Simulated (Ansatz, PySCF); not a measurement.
This PySCF input computes a SVWN5/def2-TZVPD energy:

```python
from pyscf import gto, scf, dft

mol = gto.M(
    atom='''
    C     0.76790855    1.82364016   -0.04391624
    C     0.62963155    0.35318691    0.11098407
    C    -0.69356052   -0.31211522   -0.02058613
    C    -0.62001186   -1.83764647   -0.04651647
    H     1.81220535    2.13398295   -0.09839861
    H    -1.61297326   -2.28227293   -0.13047803
    H     0.31242600    2.36960137    0.79757930
    H     0.25812005    2.18196566   -0.94536723
    H    -0.15856476   -2.22048302    0.86655326
    H    -0.02182378   -2.18418515   -0.89153036
    H     1.45672822   -0.21521369    0.52070677
    H    -1.19731332    0.05244074   -0.92589008
    H    -1.35261093    0.00177164    0.80703374
    ''',
    basis='def2-tzvpd',
    charge=0,
    spin=1,
    verbose=4,
)

mf = dft.UKS(mol, xc='svwn').density_fit(auxbasis='def2-universal-jkfit')
mf.grids.level = 3
mf.conv_tol = 1e-9
mf.max_cycle = 100
mf.max_memory = 1500
mf.kernel()
if not mf.converged:
    mf = mf.newton()
    mf.kernel(mf.make_rdm1())
for _ in range(2):
    mo, _, stable, _ = mf.stability(return_status=True)
    if stable:
        break
    mf.kernel(mf.make_rdm1(mo, mf.mo_occ))
mf.analyze()
```

### Question
Write an input for the same energy in Ansatz (a quantum-chemistry and plane-wave program) and say what it gives.

### Answer

Ansatz 0.2 input:
```yaml
crystal:
  periodic: [false, false, false]
  atoms:
    - {symbol: C, position_ang: [0.76790855, 1.82364016, -0.04391624]}
    - {symbol: C, position_ang: [0.62963155, 0.35318691, 0.11098407]}
    - {symbol: C, position_ang: [-0.69356052, -0.31211522, -0.02058613]}
    - {symbol: C, position_ang: [-0.62001186, -1.83764647, -0.04651647]}
    - {symbol: H, position_ang: [1.81220535, 2.13398295, -0.09839861]}
    - {symbol: H, position_ang: [-1.61297326, -2.28227293, -0.13047803]}
    - {symbol: H, position_ang: [0.31242600, 2.36960137, 0.79757930]}
    - {symbol: H, position_ang: [0.25812005, 2.18196566, -0.94536723]}
    - {symbol: H, position_ang: [-0.15856476, -2.22048302, 0.86655326]}
    - {symbol: H, position_ang: [-0.02182378, -2.18418515, -0.89153036]}
    - {symbol: H, position_ang: [1.45672822, -0.21521369, 0.52070677]}
    - {symbol: H, position_ang: [-1.19731332, 0.05244074, -0.92589008]}
    - {symbol: H, position_ang: [-1.35261093, 0.00177164, 0.80703374]}
basis:
  gaussian:
    orbitals: def2-TZVPD
hamiltonian:
  xc: {name: SVWN5}
magnetization: {spin_polarized: true, initial_magnetization: 1}
output: {forces: true}
```
It gives -156.32401 Eh, and PySCF -156.32412 Eh, a difference of 0.11 mEh, from the treatment of integrals and grids.

It need not be the lowest isomer of its formula.
